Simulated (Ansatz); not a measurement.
C4H9NO, SMILES `CCCC(N)=O`, relaxed with RKS PBE-D4/def2-SVP in Ansatz 0.2.0 from a rough embedded geometry. The force threshold is 0.03 eV/Å; the program also tests the step.

Charge 0, multiplicity 1.

Start:

```xyz
15

C     1.562    0.755    1.302
C     0.876    0.219    0.051
C    -0.461   -0.450    0.388
C    -1.097   -0.998   -0.875
N    -1.810   -0.082   -1.577
O    -0.972   -2.140   -1.252
H     1.759   -0.051    2.004
H     0.936    1.495    1.797
H     2.508    1.224    1.044
H     1.523   -0.513   -0.436
H     0.710    1.037   -0.654
H    -1.128    0.268    0.868
H    -0.286   -1.282    1.070
H    -1.894    0.873   -1.279
H    -2.226   -0.354   -2.451
```

Question: How much energy does the relaxation release, and in how many steps? (Best estimate.)

Answer: Ansatz gave: 3.36 kcal/mol, in 26 steps, 4 of them rejected.

Question: Which bonds change most? (Best estimate.)

Answer: Computed: C3–H13 from 1.090 to 1.115 Å; C1–H7 from 1.087 to 1.111 Å; C1–H8 from 1.088 to 1.111 Å; C1–H9 from 1.087 to 1.109 Å.

Question: Give the relaxed structure. (Best estimate.)

Answer: Computed: 
```xyz
15

C     1.659    0.630    1.447
C     1.081    0.180    0.106
C    -0.426   -0.073    0.150
C    -0.950   -0.709   -1.142
N    -2.254   -0.415   -1.446
O    -0.262   -1.444   -1.844
H     1.489   -0.132    2.237
H     1.195    1.576    1.799
H     2.752    0.802    1.381
H     1.568   -0.753   -0.244
H     1.299    0.938   -0.677
H    -0.984    0.860    0.385
H    -0.661   -0.784    0.976
H    -2.834    0.182   -0.860
H    -2.671   -0.857   -2.265
```
